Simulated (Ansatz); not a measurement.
Stepwise reaction of trisilane with hydrogen, as a gas-phase model of exchange steps in deposition or etching. ΔE in kJ/mol; ΔG adds harmonic PBE0-D4 terms to CCSD(T)/CBS, at 1 bar.

Computed with Ansatz on PBE0-D4/def2-TZVP structures; ΔE is electronic, products minus reactants. CCSD(T)/CBS adds triple-zeta CCSD(T) − MP2 to the extrapolated MP2 energy (def2 sets, frozen cores). This one scheme is used for every species. Functionals use def2-TZVPP. B3LYP here is the variant with VWN-RPA as its local correlation; programs differ in this.

| step | reaction | PBE-D4 | B3LYP-D4 | ωB97M-V | CCSD(T)/CBS | ΔG(600 K) |
| --- | --- | --- | --- | --- | --- | --- |
| 1 | `[SiH3][SiH2][SiH3]` + H₂ → `[SiH3][SiH3]` + SiH₄ | 1.4 | -13.8 | -17.7 | -12.2 | -5.3 |
| 2 | `[SiH3][SiH3]` + H₂ → SiH₄ + SiH₄ | -4.7 | -20.2 | -23.8 | -18.6 | -13.6 |

**Question.** By hand: ΔE of the 2 steps together at CCSD(T)/CBS.

**Answer.** (-12.2) + (-18.6) = -30.8 kJ/mol, or -15.4 kJ/mol a step.

In ΔE each step is lower than the one before. All are downhill at CCSD(T)/CBS. ΔG lies between -13.6 and -5.3 kJ/mol a step. PBE-D4 differs from CCSD(T)/CBS by 13.6 to 13.9 kJ/mol a step. Isolated molecules leave out the surface, adducts and barriers. Largest T1 diagnostic: 0.013.
